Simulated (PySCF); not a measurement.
PySCF input (HF/def2-TZVPD):

```python
from pyscf import gto, scf, dft

mol = gto.M(
    atom='''
    Be   -0.00000000   -0.00000000   -0.26442914
    H     0.00000000    0.00000000    1.05771656
    ''',
    basis='def2-tzvpd',
    charge=1,
    spin=0,
    verbose=4,
)

mf = scf.RHF(mol).density_fit(auxbasis='def2-universal-jkfit')
mf.conv_tol = 1e-9
mf.max_cycle = 100
mf.max_memory = 1500
mf.kernel()
if not mf.converged:
    mf = mf.newton()
    mf.kernel(mf.make_rdm1())
mf.analyze()
```

Output:

```
PySCF version 2.14.0

[INPUT] verbose = 4
[INPUT] num. atoms = 2
[INPUT] num. electrons = 4
[INPUT] charge = 1
[INPUT] spin (= nelec alpha-beta = 2S) = 0
[INPUT] symmetry False subgroup None
[INPUT] Mole.unit = angstrom
[INPUT] Symbol           X                Y                Z      unit          X                Y                Z       unit  Magmom
[INPUT]  1 Be     0.000000000000   0.000000000000  -0.264429140000 AA    0.000000000000   0.000000000000  -0.499698653954 Bohr   0.0
[INPUT]  2 H      0.000000000000   0.000000000000   1.057716560000 AA    0.000000000000   0.000000000000   1.998794615817 Bohr   0.0

nuclear repulsion = 1.60096488887722
number of shells = 15
number of NR pGTOs = 42
number of NR cGTOs = 31
basis = def2-tzvpd
ecp = {}

******** <class 'pyscf.df.df_jk.DFRHF'> ********
method = DFRHF
initial guess = minao
damping factor = 0
level_shift factor = 0
DIIS = <class 'pyscf.scf.diis.CDIIS'>
diis_start_cycle = 1
diis_space = 8
diis_damp = 0
SCF conv_tol = 1e-09
SCF conv_tol_grad = None
SCF max_cycles = 100
direct_scf = False
Set gradient conv threshold to 3.16228e-05
Initial guess from minao.
******** <class 'pyscf.df.df.DF'> ********
auxbasis = def2-universal-jkfit
init E= -15.0671128939796
  HOMO = -0.508551445284702  LUMO = -0.0935863166174444  gap/eV = 11.29178
cycle= 1 E= -14.8197089166945  delta_E= 0.247  |g|= 0.177  |ddm|= 0.871
  HOMO = -0.786038908871825  LUMO = -0.300547784323096  gap/eV = 13.21089
cycle= 2 E= -14.8486612680458  delta_E= -0.029  |g|= 0.0664  |ddm|= 0.31
  HOMO = -0.74960180094902  LUMO = -0.287370204825429  gap/eV = 12.57796
cycle= 3 E= -14.8517861775715  delta_E= -0.00312  |g|= 0.0154  |ddm|= 0.123
  HOMO = -0.748064429174481  LUMO = -0.287186854898599  gap/eV = 12.54112
cycle= 4 E= -14.8520624158851  delta_E= -0.000276  |g|= 0.00367  |ddm|= 0.0369
  HOMO = -0.747216605434406  LUMO = -0.288121985719259  gap/eV = 12.49260
cycle= 5 E= -14.8520839917182  delta_E= -2.16e-05  |g|= 0.000186  |ddm|= 0.0141
  HOMO = -0.747202575298465  LUMO = -0.288204809624542  gap/eV = 12.48997
cycle= 6 E= -14.8520840233209  delta_E= -3.16e-08  |g|= 1.57e-05  |ddm|= 0.000583
  HOMO = -0.747203134269067  LUMO = -0.288207179182304  gap/eV = 12.48992
cycle= 7 E= -14.852084023516  delta_E= -1.95e-10  |g|= 1.59e-06  |ddm|= 3.26e-05
  HOMO = -0.747203023572879  LUMO = -0.288207610574409  gap/eV = 12.48990
Extra cycle  E= -14.852084023518  delta_E= -1.98e-12  |g|= 4.57e-07  |ddm|= 5.34e-06
converged SCF energy = -14.852084023518
**** SCF Summaries ****
Total Energy =                         -14.852084023517998
Nuclear Repulsion Energy =               1.600964888877224
One-electron Energy =                  -21.196796036443764
Two-electron Energy =                    4.743747124048542
Two-electron Coulomb Energy =            7.602470155286210
DFT Exchange-Correlation Energy =       -2.858723031237668
HOMO-LUMO gap [eV] =                    12.489901364510690
**** MO energy ****
MO #1   energy= -5.10744786337219  occ= 2
MO #2   energy= -0.747203023572879 occ= 2
MO #3   energy= -0.288207610574409 occ= 0
MO #4   energy= -0.189249657381974 occ= 0
MO #5   energy= -0.189249657381959 occ= 0
MO #6   energy= -0.0838440211728093 occ= 0
MO #7   energy= -0.067817218582471 occ= 0
MO #8   energy= -0.0526433201326596 occ= 0
MO #9   energy= -0.0526433201326554 occ= 0
MO #10  energy= 0.0074121113354817 occ= 0
MO #11  energy= 0.0663473861841932 occ= 0
MO #12  energy= 0.066347386184194  occ= 0
MO #13  energy= 0.0972892463573158 occ= 0
MO #14  energy= 0.174959295401101  occ= 0
MO #15  energy= 0.174959295401116  occ= 0
MO #16  energy= 0.207677556554471  occ= 0
MO #17  energy= 0.225925299637689  occ= 0
MO #18  energy= 0.225925299637692  occ= 0
MO #19  energy= 0.299736904395013  occ= 0
MO #20  energy= 0.361020696747898  occ= 0
MO #21  energy= 0.3610206967479    occ= 0
MO #22  energy= 0.456005469930865  occ= 0
MO #23  energy= 0.559737752915691  occ= 0
MO #24  energy= 1.67834554890104   occ= 0
MO #25  energy= 1.67834554890104   occ= 0
MO #26  energy= 2.07278175412449   occ= 0
MO #27  energy= 2.7455014887836    occ= 0
MO #28  energy= 5.36158176141767   occ= 0
MO #29  energy= 5.36158176141767   occ= 0
MO #30  energy= 5.81005278977121   occ= 0
MO #31  energy= 7.46385894293106   occ= 0
 ** Mulliken pop on meta-lowdin orthogonal AOs  **
 ** Mulliken pop  **
pop of  0 Be 1s           1.99991
pop of  0 Be 2s           0.61726
pop of  0 Be 3s           0.01903
pop of  0 Be 4s           0.00027
pop of  0 Be 5s           0.00013
pop of  0 Be 2px          0.00000
pop of  0 Be 2py          0.00000
pop of  0 Be 2pz          0.04616
pop of  0 Be 3px          0.00000
pop of  0 Be 3py          0.00000
pop of  0 Be 3pz          0.01528
pop of  0 Be 4px          0.00000
pop of  0 Be 4py          0.00000
pop of  0 Be 4pz          0.00022
pop of  0 Be 5px          0.00000
pop of  0 Be 5py          0.00000
pop of  0 Be 5pz          0.00450
pop of  0 Be 3dxy         0.00000
pop of  0 Be 3dyz         0.00000
pop of  0 Be 3dz^2        0.00220
pop of  0 Be 3dxz         0.00000
pop of  0 Be 3dx2-y2      0.00000
pop of  1 H 1s            1.27131
pop of  1 H 2s            0.00015
pop of  1 H 3s            0.00397
pop of  1 H 2px           0.00000
pop of  1 H 2py           0.00000
pop of  1 H 2pz           0.01898
pop of  1 H 3px           0.00000
pop of  1 H 3py           0.00000
pop of  1 H 3pz           0.00063
 ** Mulliken atomic charges  **
charge of    0Be =      1.29504
charge of    1H =     -0.29504

WARN: System has nonzero charge 1; the dipole moment is origin-dependent.
Location of origin: [0. 0. 0.]

Dipole moment(X, Y, Z, Debye):  0.00000, -0.00000, -3.79265
```
